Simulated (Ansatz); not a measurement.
Results of LDA (Ansatz, a program for electronic structure, plane waves, PAW) for GaS (P6₃/mmc, No. 194).

Rigid layers of the crystal as relaxed at this level are moved apart or together:

```
run   k mesh  layer repeat (Å)  energy against free layers (meV/Å²)  gap on the mesh (eV)
---  -------  ----------------  -----------------------------------  --------------------
1    12×12×4             7.445                                -7.89                 1.182
2    12×12×4             7.595                                -8.48                 1.346
3    12×12×4             7.745                                -8.27                 1.501
4    12×12×2             7.945                                -7.34                 1.687
5    12×12×2             8.245                                -5.50                 1.912
6    12×12×2             8.745                                -2.89                 2.156
7    12×12×2             9.745                                -0.59                 2.367
8    12×12×2            11.745                                -0.01                 2.457
```

The lowest energy of these points lies at a layer repeat of 7.59 Å.

Spin–orbit coupling is not included.
